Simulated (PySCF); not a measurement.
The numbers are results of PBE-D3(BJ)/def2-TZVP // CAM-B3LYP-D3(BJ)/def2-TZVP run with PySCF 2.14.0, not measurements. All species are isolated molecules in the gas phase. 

Reference species (SMILES): `C[O]` (neutral, multiplicity 2).

| Quantity | Result |
|---|---|
| dipole moment | 2.09 D |

Changed species: `C=C[O]` (radical fragment; the reference has radical fragment).

Question: Give the shifts of the dipole moment.

Answer: the dipole moment rises by 0.70 D, to 2.79 D.
